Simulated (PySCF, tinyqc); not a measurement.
Inside a calculation. Method: harmonic frequencies on the RHF/sto-3g surface (energies and gradients from PySCF), for BH, spin multiplicity 1. The lowest restricted solution is unstable here: a spin-polarised one lies 0.0112 hartree lower (PySCF). One step of it, computed by the program tinyqc.

Question. Normal modes. Diagonalise H_ij / sqrt(m_i m_j); the 5 smallest eigenvalues belong to translations and rotations; wavenumber = sqrt(eigenvalue / 1822.888) x 219474.63; each mode has its largest component positive (the first on a tie); zero-point energy = sum of wavenumbers / 2, with 349.755 1/cm per kcal/mol.

Hessian (symmetrised) (hartree/bohr^2), lower triangle:
```
             1Bx          1By          1Bz         2Hx         2Hy         2Hz
1Bx   0.00000108
1By   0.00000000   0.00000108
1Bz   0.00000000   0.00000000   0.30106952
2Hx  -0.00000108   0.00000000   0.00000000  0.00000108
2Hy   0.00000000  -0.00000108   0.00000000  0.00000000  0.00000108
2Hz   0.00000000   0.00000000  -0.30106952  0.00000000  0.00000000  0.30106952
```

masses (u): 1B 11.009305, 2H 1.007825

Give: eigenvalues of the mass-weighted Hessian; harmonic wavenumbers of the vibrations; mass-weighted modes; zero-point energy.

Answer.

eigenvalues of the mass-weighted Hessian (hartree/(bohr^2 u)): 0.0000  0.0000  0.0000  0.0000  0.0000  0.3261

harmonic wavenumbers of the vibrations (1/cm): 2935.4

mass-weighted modes:
```
      mode 1
1Bx   0.0000
1By   0.0000
1Bz  -0.2896
2Hx   0.0000
2Hy   0.0000
2Hz   0.9571
```

zero-point energy = 4.1963 kcal/mol
